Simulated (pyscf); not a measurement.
Single points on ωB97X-D3(BJ)/def2-SVP structures (PySCF, gas phase).

For HN=Si: [singlet] + H₂ → HN=SiH₂, an insertion (singlet surface; H–H broken, H–Si, H–Si formed), PBE/def2-TZVP gives ΔE‡ = 63.3 kcal/mol and ΔE = -5.0 kcal/mol (zero: the separated reactants). In which direction and how far do r²SCAN/def2-TZVP, B3LYP-D3(BJ)/def2-TZVP, ωB97M-D3(BJ)/def2-TZVP move these?

r²SCAN: ΔE‡ = 66.4 kcal/mol, ΔE = -7.2 kcal/mol; B3LYP-D3(BJ): ΔE‡ = 71.9 kcal/mol, ΔE = -4.5 kcal/mol; ωB97M-D3(BJ): ΔE‡ = 76.2 kcal/mol, ΔE = -2.7 kcal/mol. PBE's barrier lies under all of them, by 3.1 to 12.9 kcal/mol. Its reaction energy lies among theirs. Low barriers are usual for a GGA, whose delocalisation error favours stretched bonds. The same reactants have a lower exit, to H₂N–SiH: [singlet] (barrier +38.6 kcal/mol at ωB97M-D3(BJ)/def2-TZVP, against +76.2 kcal/mol here). HN=SiH₂ lies 18.2 kcal/mol over its isomer H₂N–SiH: [singlet] (electronic energy, ωB97M-D3(BJ)/def2-TZVP). One saddle was located; it need not be the lowest between these sides.
